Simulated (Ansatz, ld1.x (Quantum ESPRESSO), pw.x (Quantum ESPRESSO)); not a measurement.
What a changed setting does to a pw.x run (sc P)

Potential: norm-conserving RRKJ (Kleinman–Bylander form), ld1.x (Quantum ESPRESSO) 7.5, LDA (PW92); core [Ne], reference 3s2 3p3; waves: 3p (bound): rc 1.35 bohr; 3d channel at 0.15 Ry: rc 1.04 bohr; 3s (bound): rc 1.60 bohr; local part: the s channel; core correction: none; rho0 0.001.

The reference run (k-mesh 14³, cutoffs 85/340 Ry, Fermi–Dirac 0.01 Ry, mixing_beta 0.4, conv_thr 1e-9, no spin) gives -0.08 GPa at 14.035 Å³/atom, where all-electron LAPW gives 0.49 GPa. This run, with its own iteration cap, changes nspin = 2 with starting_magnetization to -0.3.

```
&control
  calculation='scf', prefix='x', pseudo_dir='./', outdir='./tmp', tstress=.true., disk_io='none'
/
&system
  ibrav=0, nat=1, ntyp=1, ecutwfc=85, ecutrho=340, nbnd=9,
  occupations='smearing', smearing='fd', degauss=0.01, nspin=2, starting_magnetization(1)=-0.3
/
&electrons
  conv_thr=1e-09, mixing_beta=0.4, electron_maxstep=70
/
ATOMIC_SPECIES
P 1.0 P.UPF
CELL_PARAMETERS angstrom
  2.41214904 0.00000000 0.00000000
  0.00000000 2.41214904 0.00000000
  0.00000000 0.00000000 2.41214904
ATOMIC_POSITIONS crystal
P 0.0000 0.0000 0.0000
K_POINTS automatic
14 14 14 0 0 0
```

```bash
pw.x < P.scf.in > P.scf.out
```

**Question.** How does the run end?

**Answer.** It converges in 8 iterations; the free energy moves by +0.0 meV/atom and the pressure by +0.00 GPa. The result is that of the reference run.

```
Message from routine setup:
     using ibrav=0 with symmetry is DISCOURAGED, use correct ibrav instead
     lattice parameter (alat)  =       4.5583  a.u.
     unit-cell volume          =      94.7129 (a.u.)^3
     number of electrons       =         5.00
     number of Kohn-Sham states=            9
     kinetic-energy cutoff     =      85.0000  Ry
     charge density cutoff     =     340.0000  Ry
     scf convergence threshold =      1.0E-09
     Exchange-correlation= PW
     atomic species   magnetization
     number of k points=   120  Fermi-Dirac smearing, width (Ry)=  0.0100
     iteration #  1     ecut=    85.00 Ry     beta= 0.40
     total energy              =     -13.24778004 Ry
     estimated scf accuracy    <       0.01222965 Ry
     total magnetization       =    -0.25 Bohr mag/cell
     absolute magnetization    =     0.25 Bohr mag/cell
     iteration #  2     ecut=    85.00 Ry     beta= 0.40
     total energy              =     -13.26147228 Ry
     estimated scf accuracy    <       0.00492238 Ry
     total magnetization       =    -0.17 Bohr mag/cell
     absolute magnetization    =     0.17 Bohr mag/cell
     iteration #  3     ecut=    85.00 Ry     beta= 0.40
     total energy              =     -13.26428817 Ry
     estimated scf accuracy    <       0.00007023 Ry
     total magnetization       =    -0.02 Bohr mag/cell
     absolute magnetization    =     0.02 Bohr mag/cell
     iteration #  4     ecut=    85.00 Ry     beta= 0.40
     total energy              =     -13.26435135 Ry
     estimated scf accuracy    <       0.00000278 Ry
     total magnetization       =     0.00 Bohr mag/cell
     absolute magnetization    =     0.00 Bohr mag/cell
     iteration #  5     ecut=    85.00 Ry     beta= 0.40
     total energy              =     -13.26435155 Ry
     estimated scf accuracy    <       0.00000064 Ry
     total magnetization       =     0.00 Bohr mag/cell
     absolute magnetization    =     0.00 Bohr mag/cell
     iteration #  6     ecut=    85.00 Ry     beta= 0.40
     total energy              =     -13.26435168 Ry
     estimated scf accuracy    <       0.00000003 Ry
     total magnetization       =     0.00 Bohr mag/cell
     absolute magnetization    =     0.00 Bohr mag/cell
     iteration #  7     ecut=    85.00 Ry     beta= 0.40
     total energy              =     -13.26435169 Ry
     estimated scf accuracy    <          4.5E-09 Ry
     total magnetization       =    -0.00 Bohr mag/cell
     absolute magnetization    =     0.00 Bohr mag/cell
     iteration #  8     ecut=    85.00 Ry     beta= 0.40
     the Fermi energy is    11.3575 ev
!    total energy              =     -13.26435169 Ry
     estimated scf accuracy    <          4.2E-12 Ry
     smearing contrib. (-TS)   =      -0.00149690 Ry
     The total energy is F=E-TS. E is the sum of the following terms:
     one-electron contribution =       5.33076504 Ry
     hartree contribution      =       0.40231552 Ry
     xc contribution           =      -3.43477867 Ry
     ewald contribution        =     -15.56115669 Ry
     total magnetization       =    -0.00 Bohr mag/cell
     absolute magnetization    =     0.00 Bohr mag/cell
     convergence has been achieved in   8 iterations
          total   stress  (Ry/bohr**3)                   (kbar)     P=       -0.80
     Message from routine punch:
     Nothing written, as per user request (disk_io='none')
```

The run took about 30 s on one core of a shared host (Neoverse-V1, 64 threads, 495 GiB, load 28).
